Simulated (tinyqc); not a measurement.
MP2 on RHF in the sto-3g basis, frozen core, for H2O, spin multiplicity 1, step by step. Computed by tinyqc, a small Python program that keeps every step (integrals from PySCF). Settings: charge = 0, multiplicity = 1, basis = sto-3g, method = RHF, frozen orbitals = 1, energy threshold = 1e-10, iteration cap = 75, orthogonalisation = symmetric, start = core, DIIS depth = 6. Command: `OMP_NUM_THREADS=1 python tinyqc.py 23876 23877 out.jsonl` (the two numbers bound the seeds that draw the settings). One thread of a shared host (Intel(R) Xeon(R) Processor @ 2.60GHz), about 0.1 s of CPU time with the checks. The early iterations of the SCF are left out here.

## One-electron integrals

Geometry (angstrom):
```
atom         x          y         z
O     0.000000   0.000000  0.000000
H     0.000000   0.828000  0.545000
H     0.000000  -0.828000  0.545000
```

Basis sto-3g: exponents (1/bohr^2) and contraction coefficients of normalised primitives:
```
element  l (shell)    exponent  coefficient
O            s (1)  130.709320     0.154329
O            s (1)   23.808861     0.535328
O            s (1)    6.443608     0.444635
O            s (2)    5.033151    -0.099967
O            s (2)    1.169596     0.399513
O            s (2)    0.380389     0.700115
O            p (3)    5.033151     0.155916
O            p (3)    1.169596     0.607684
O            p (3)    0.380389     0.391957
H            s (1)    3.425251     0.154329
H            s (1)    0.623914     0.535328
H            s (1)    0.168855     0.444635
```

Overlap, kinetic and nuclear-attraction integrals over the contracted functions; the nuclear repulsion is the sum of Za Zb / Rab.

nuclear repulsion = 8.86098462 hartree

overlap S, lower triangle:
```
           1O 1s     1O 2s    1O 2px     1O 2py    1O 2pz     2H 1s     3H 1s
1O 1s   1.000000
1O 2s   0.236704  1.000000
1O 2px  0.000000  0.000000  1.000000
1O 2py  0.000000  0.000000  0.000000   1.000000
1O 2pz  0.000000  0.000000  0.000000   0.000000  1.000000
2H 1s   0.049777  0.452720  0.000000   0.318556  0.209678  1.000000
3H 1s   0.049777  0.452720  0.000000  -0.318556  0.209678  0.204377  1.000000
```

kinetic energy T (hartree), lower triangle:
```
            1O 1s     1O 2s    1O 2px     1O 2py    1O 2pz      2H 1s     3H 1s
1O 1s   29.003200
1O 2s   -0.168011  0.808128
1O 2px   0.000000  0.000000  2.528731
1O 2py   0.000000  0.000000  0.000000   2.528731
1O 2pz   0.000000  0.000000  0.000000   0.000000  2.528731
2H 1s   -0.004651  0.112862  0.000000   0.216108  0.142245   0.760032
3H 1s   -0.004651  0.112862  0.000000  -0.216108  0.142245  -0.000630  0.760032
```

nuclear attraction V (hartree), lower triangle:
```
             1O 1s       1O 2s     1O 2px      1O 2py      1O 2pz      2H 1s      3H 1s
1O 1s   -61.686134
1O 2s    -7.435803  -10.108212
1O 2px    0.000000    0.000000  -9.957943
1O 2py    0.000000    0.000000   0.000000  -10.119071
1O 2pz   -0.015917   -0.189418   0.000000    0.000000  -10.027751
2H 1s    -1.606981   -3.632475   0.000000   -2.271562   -1.549902  -5.680404
3H 1s    -1.606981   -3.632475   0.000000    2.271562   -1.549902  -1.302596  -5.680404
```

core Hamiltonian H = T + V (hartree), lower triangle:
```
             1O 1s      1O 2s     1O 2px     1O 2py     1O 2pz      2H 1s      3H 1s
1O 1s   -32.682934
1O 2s    -7.603814  -9.300084
1O 2px    0.000000   0.000000  -7.429212
1O 2py    0.000000   0.000000   0.000000  -7.590340
1O 2pz   -0.015917  -0.189418   0.000000   0.000000  -7.499019
2H 1s    -1.611633  -3.519614   0.000000  -2.055453  -1.407657  -4.920372
3H 1s    -1.611633  -3.519614   0.000000   2.055453  -1.407657  -1.303226  -4.920372
```

## Two-electron integrals

Functions are numbered as in S; the eight-fold symmetry (ij|kl) = (ji|kl) = (kl|ij) leaves the list below.

Two-electron integrals (ij|kl) in chemists' order, unique and non-zero (hartree):
```
(11|11) 4.785065    (21|11) 0.741380    (21|21) 0.136873    (22|11) 1.118947
(22|21) 0.256633    (22|22) 0.817206    (31|31) 0.024477    (32|31) 0.037809
(32|32) 0.180518    (33|11) 1.115814    (33|21) 0.256684    (33|22) 0.817023
(33|33) 0.880159    (41|41) 0.024477    (42|41) 0.037809    (42|42) 0.180518
(43|43) 0.047444    (44|11) 1.115814    (44|21) 0.256684    (44|22) 0.817023
(44|33) 0.785270    (44|44) 0.880159    (51|51) 0.024477    (52|51) 0.037809
(52|52) 0.180518    (53|53) 0.047444    (54|54) 0.047444    (55|11) 1.115814
(55|21) 0.256684    (55|22) 0.817023    (55|33) 0.785270    (55|44) 0.785270
(55|55) 0.880159    (61|11) 0.158268    (61|21) 0.028968    (61|22) 0.053951
(61|33) 0.053848    (61|41) 0.001116    (61|42) 0.002087    (61|44) 0.054070
(61|51) 0.000735    (61|52) 0.001374    (61|54) 0.000146    (61|55) 0.053944
(61|61) 0.006211    (62|11) 0.380463    (62|21) 0.088333    (62|22) 0.310896
(62|33) 0.305653    (62|41) 0.005533    (62|42) 0.042058    (62|44) 0.316422
(62|51) 0.003642    (62|52) 0.027683    (62|54) 0.007089    (62|55) 0.310319
(62|61) 0.019052    (62|62) 0.145763    (63|31) 0.009298    (63|32) 0.053925
(63|43) 0.008765    (63|53) 0.005769    (63|63) 0.020908    (64|11) 0.227226
(64|21) 0.053444    (64|22) 0.200871    (64|33) 0.191732    (64|41) 0.012235
(64|42) 0.079699    (64|44) 0.216005    (64|51) 0.001933    (64|52) 0.016965
(64|54) 0.010207    (64|55) 0.194653    (64|61) 0.012043    (64|62) 0.114393
(64|64) 0.109659    (65|11) 0.149563    (65|21) 0.035178    (65|22) 0.132216
(65|33) 0.126201    (65|41) 0.001933    (65|42) 0.016965    (65|44) 0.130638
(65|51) 0.010570    (65|52) 0.065092    (65|54) 0.011686    (65|55) 0.139662
(65|61) 0.007927    (65|62) 0.075295    (65|64) 0.058417    (65|65) 0.059358
(66|11) 0.516225    (66|21) 0.121804    (66|22) 0.491174    (66|33) 0.471249
(66|41) 0.009990    (66|42) 0.104274    (66|44) 0.512531    (66|51) 0.006576
(66|52) 0.068635    (66|54) 0.027172    (66|55) 0.489134    (66|61) 0.026514
(66|62) 0.288298    (66|64) 0.258351    (66|65) 0.170050    (66|66) 0.774606
(71|11) 0.158268    (71|21) 0.028968    (71|22) 0.053951    (71|33) 0.053848
(71|41) -0.001116   (71|42) -0.002087   (71|44) 0.054070    (71|51) 0.000735
(71|52) 0.001374    (71|54) -0.000146   (71|55) 0.053944    (71|61) 0.006103
(71|62) 0.018386    (71|64) 0.010616    (71|65) 0.007656    (71|66) 0.025265
(71|71) 0.006211    (72|11) 0.380463    (72|21) 0.088333    (72|22) 0.310896
(72|33) 0.305653    (72|41) -0.005533   (72|42) -0.042058   (72|44) 0.316422
(72|51) 0.003642    (72|52) 0.027683    (72|54) -0.007089   (72|55) 0.310319
(72|61) 0.018386    (72|62) 0.116249    (72|64) 0.063125    (72|65) 0.058278
(72|66) 0.186832    (72|71) 0.019052    (72|72) 0.145763    (73|31) 0.009298
(73|32) 0.053925    (73|43) -0.008765   (73|53) 0.005769    (73|63) 0.016053
(73|73) 0.020908    (74|11) -0.227226   (74|21) -0.053444   (74|22) -0.200871
(74|33) -0.191732   (74|41) 0.012235    (74|42) 0.079699    (74|44) -0.216005
(74|51) -0.001933   (74|52) -0.016965   (74|54) 0.010207    (74|55) -0.194653
(74|61) -0.010616   (74|62) -0.063125   (74|64) -0.018766   (74|65) -0.030951
(74|66) -0.090529   (74|71) -0.012043   (74|72) -0.114393   (74|74) 0.109659
(75|11) 0.149563    (75|21) 0.035178    (75|22) 0.132216    (75|33) 0.126201
(75|41) -0.001933   (75|42) -0.016965   (75|44) 0.130638    (75|51) 0.010570
(75|52) 0.065092    (75|54) -0.011686   (75|55) 0.139662    (75|61) 0.007656
(75|62) 0.058278    (75|64) 0.030951    (75|65) 0.044818    (75|66) 0.102350
(75|71) 0.007927    (75|72) 0.075295    (75|74) -0.058417   (75|75) 0.059358
(76|11) 0.130846    (76|21) 0.030620    (76|22) 0.115861    (76|33) 0.113421
(76|44) 0.116026    (76|51) 0.002036    (76|52) 0.018011    (76|55) 0.118015
(76|61) 0.006519    (76|62) 0.052568    (76|64) 0.035724    (76|65) 0.030536
(76|66) 0.104911    (76|71) 0.006519    (76|72) 0.052568    (76|74) -0.035724
(76|75) 0.030536    (76|76) 0.022934    (77|11) 0.516225    (77|21) 0.121804
(77|22) 0.491174    (77|33) 0.471249    (77|41) -0.009990   (77|42) -0.104274
(77|44) 0.512531    (77|51) 0.006576    (77|52) 0.068635    (77|54) -0.027172
(77|55) 0.489134    (77|61) 0.025265    (77|62) 0.186832    (77|64) 0.090529
(77|65) 0.102350    (77|66) 0.315837    (77|71) 0.026514    (77|72) 0.288298
(77|74) -0.258351   (77|75) 0.170050    (77|76) 0.104911    (77|77) 0.774606
```

## Orthogonalisation

S = U s U^T; symmetric (Loewdin) form X = U s^(-1/2) U^T, so that X^T S X = 1.

eigenvalues of S: 0.366394  0.435861  0.893330  1.000000  1.084770  1.359762  1.859883

X, lower triangle:
```
            1O 1s      1O 2s    1O 2px     1O 2py     1O 2pz      2H 1s     3H 1s
1O 1s    1.024095
1O 2s   -0.141922   1.224155
1O 2px   0.000000   0.000000  1.000000
1O 2py   0.000000   0.000000  0.000000   1.113451
1O 2pz  -0.008684   0.091703  0.000000   0.000000   1.041585
2H 1s    0.021589  -0.279323  0.000000  -0.226575  -0.127099   1.186226
3H 1s    0.021589  -0.279323  0.000000   0.226575  -0.127099  -0.072589  1.186226
```

## Iteration 8 (converged): orbitals

converged F (hartree), lower triangle:
```
             1O 1s      1O 2s     1O 2px     1O 2py     1O 2pz      2H 1s      3H 1s
1O 1s   -20.223083
1O 2s    -5.160578  -2.426686
1O 2px    0.000000   0.000000  -0.381608
1O 2py    0.000000   0.000000   0.000000  -0.299950
1O 2pz   -0.027946  -0.102527   0.000000   0.000000  -0.322266
2H 1s    -1.102348  -0.962662   0.000000  -0.404166  -0.324782  -0.526797
3H 1s    -1.102348  -0.962662   0.000000   0.404166  -0.324782  -0.320064  -0.526797
```

Diagonalise F' = X^T F X, C = X C', fill 5 alpha and 5 beta electrons from the bottom; D = 2 C_occ C_occ^T. Each column has its largest component positive (the first on a tie).

F' = X^T F X (hartree), lower triangle:
```
            1          2          3          4          5          6         7
1  -19.844149
2   -2.695057  -1.232707
3    0.000000   0.000000  -0.381608
4    0.000000   0.000000   0.000000   0.014758
5   -0.053073   0.106646   0.000000   0.000000  -0.197782
6   -0.160007  -0.495314   0.000000  -0.473353  -0.301066   0.015206
7   -0.160007  -0.495314   0.000000   0.473353  -0.301066  -0.087505  0.015206
```

orbital energies (hartree): MO1 -20.231815, MO2 -1.241183, MO3 -0.612132, MO4 -0.427230, MO5 -0.381608, MO6 0.553289, MO7 0.729600

coefficients C:
```
              MO1        MO2        MO3        MO4       MO5        MO6        MO7
1O 1s    0.994189  -0.234657   0.000000   0.095919  0.000000  -0.131315   0.000000
1O 2s    0.025975   0.847056   0.000000  -0.499785  0.000000   0.845687   0.000000
1O 2px   0.000000   0.000000   0.000000   0.000000  1.000000   0.000000   0.000000
1O 2py   0.000000   0.000000   0.593702   0.000000  0.000000   0.000000   0.994969
1O 2pz   0.003753   0.109558   0.000000   0.796682  0.000000   0.692079   0.000000
2H 1s   -0.005650   0.157958   0.443048   0.281001  0.000000  -0.781531  -0.804582
3H 1s   -0.005650   0.157958  -0.443048   0.281001  0.000000  -0.781531   0.804582
```

D after iteration 8, lower triangle:
```
            1O 1s      1O 2s    1O 2px     1O 2py    1O 2pz      2H 1s     3H 1s
1O 1s    2.105351
1O 2s   -0.441765   1.935925
1O 2px   0.000000   0.000000  2.000000
1O 2py   0.000000   0.000000  0.000000   0.704964
1O 2pz   0.108879  -0.610541  0.000000   0.000000  1.293440
2H 1s   -0.031460  -0.013576  0.000000   0.526077  0.482306   0.600471
3H 1s   -0.031460  -0.013576  0.000000  -0.526077  0.482306  -0.184695  0.600471
```

## Convergence

Stop when the energy changes by less than 1e-10 hartree and every element of the error matrix X^T (F D S - S D F) X is below 3e-06.

Course of the cycle:
```
iteration   E (hartree)     change  largest element of the error matrix
1          -73.26179234          -                             6.83e-01
2          -74.93932715  -1.68e+00                             9.97e-02
3          -74.95731842  -1.80e-02                             2.58e-02
4          -74.95837445  -1.06e-03                             4.04e-03
5          -74.95842828  -5.38e-05                             9.20e-04
6          -74.95843120  -2.92e-06                             9.67e-05
7          -74.95843122  -2.59e-08                             3.44e-07
8          -74.95843122  -1.85e-13                             8.03e-09
```

PySCF RHF in the same basis = -74.95843122 hartree

Converged in 8 iterations.

## Integrals over molecular orbitals

(pq|rs) = sum C_ip C_jq C_kr C_ls (ij|kl), one index at a time.

one-electron integrals over orbitals h = C^T H C (hartree), lower triangle:
```
            1          2          3          4          5          6          7
1  -32.665431
2    0.562598  -7.626799
3    0.000000   0.000000  -6.258139
4   -0.215848   0.444505   0.000000  -6.945868
5    0.000000   0.000000   0.000000   0.000000  -7.429212
6    0.303836  -1.343526   0.000000  -1.092384   0.000000  -5.250535
7    0.000000   0.000000  -1.753390   0.000000   0.000000   0.000000  -5.615457
```

Two-electron integrals over orbitals (pq|rs), unique and non-zero (hartree); the lowest 1 orbital is frozen and left out:
```
(22|22) 0.722447    (32|32) 0.142341    (33|22) 0.633383    (33|33) 0.620214
(42|22) -0.003536   (42|33) 0.006328    (42|42) 0.127421    (43|32) 0.023495
(43|43) 0.047149    (44|22) 0.679884    (44|33) 0.590944    (44|42) -0.104537
(44|44) 0.777732    (52|52) 0.146135    (53|53) 0.027851    (54|52) -0.044025
(54|54) 0.053517    (55|22) 0.748554    (55|33) 0.619002    (55|42) -0.068287
(55|44) 0.727593    (55|55) 0.880159    (62|22) 0.138433    (62|33) 0.069053
(62|42) 0.023909    (62|44) 0.088907    (62|55) 0.155823    (62|62) 0.098744
(63|32) -0.045997   (63|43) -0.031728   (63|63) 0.078132    (64|22) 0.100776
(64|33) 0.042072    (64|42) -0.024995   (64|44) 0.119593    (64|55) 0.118391
(64|62) 0.063530    (64|64) 0.069004    (65|52) 0.059139    (65|54) -0.000397
(65|65) 0.037775    (66|22) 0.598897    (66|33) 0.561625    (66|42) 0.058527
(66|44) 0.541827    (66|55) 0.577905    (66|62) 0.089259    (66|64) 0.044596
(66|66) 0.585337    (72|32) 0.045414    (72|43) -0.030688   (72|63) 0.033597
(72|72) 0.064003    (73|22) 0.148969    (73|33) 0.090870    (73|42) -0.071308
(73|44) 0.162785    (73|55) 0.194626    (73|62) 0.076845    (73|64) 0.078283
(73|66) 0.038527    (73|73) 0.151407    (74|32) -0.073143   (74|43) 0.000409
(74|63) 0.047537    (74|72) -0.017630   (74|74) 0.065847    (75|53) 0.023919
(75|75) 0.025187    (76|32) 0.099832    (76|43) 0.050640    (76|63) -0.071655
(76|72) -0.005729   (76|74) -0.057146   (76|76) 0.119156    (77|22) 0.622682
(77|33) 0.603736    (77|42) -0.018017   (77|44) 0.607977    (77|55) 0.626717
(77|62) 0.068606    (77|64) 0.044522    (77|66) 0.558836    (77|73) 0.101596
(77|77) 0.618417
```

## Second-order Moller-Plesset energy

Hartree-Fock energy = -74.95843122 hartree

E2 = sum_ijab (ia|jb) [2 (ia|jb) - (ib|ja)] / (e_i + e_j - e_a - e_b) over occupied i, j and virtual a, b; the opposite-spin part is (ia|jb)^2 / denominator, the rest is same-spin, and SCS-MP2 scales them by 6/5 and 1/3.

Terms:
```
i  j  a  b    (ia|jb)    (ib|ja)  denominator       term
3  3  7  7   0.151407   0.151407    -2.683463  -0.008543
4  3  6  7   0.078283   0.047537    -2.322250  -0.003675
3  4  7  6   0.078283   0.047537    -2.322250  -0.003675
3  2  7  6   0.076845   0.033597    -3.136204  -0.002943
2  3  6  7   0.076845   0.033597    -3.136204  -0.002943
2  2  6  6   0.098744   0.098744    -3.588945  -0.002717
3  3  6  6   0.078132   0.078132    -2.330841  -0.002619
4  4  6  6   0.069004   0.069004    -1.961037  -0.002428
4  4  7  7   0.065847   0.065847    -2.313659  -0.001874
4  2  6  6   0.063530   0.063530    -2.774991  -0.001454
2  4  6  6   0.063530   0.063530    -2.774991  -0.001454
2  2  7  7   0.064003   0.064003    -3.941567  -0.001039
5  5  6  6   0.037775   0.037775    -1.869794  -0.000763
3  4  6  7   0.047537   0.078283    -2.322250  -0.000344
4  3  7  6   0.047537   0.078283    -2.322250  -0.000344
5  5  7  7   0.025187   0.025187    -2.222416  -0.000285
3  2  6  7   0.033597   0.076845    -3.136204   0.000103
2  3  7  6   0.033597   0.076845    -3.136204   0.000103
2  4  7  7  -0.017630  -0.017630    -3.127613  -0.000099
4  2  7  7  -0.017630  -0.017630    -3.127613  -0.000099
```

Pair energies (hartree; pair i-j sums ij and ji):
```
pair  opposite spin  same spin
2-2       -0.003756   0.000000
3-2       -0.004486  -0.001193
3-3       -0.011162   0.000000
4-2       -0.003108   0.000000
4-3       -0.007224  -0.000814
4-4       -0.004302   0.000000
5-5       -0.001049   0.000000
```

MP2 correlation energy = -0.03709268 hartree

SCS-MP2 correlation energy = -0.04277187 hartree

MP2 total energy = -74.99552390 hartree
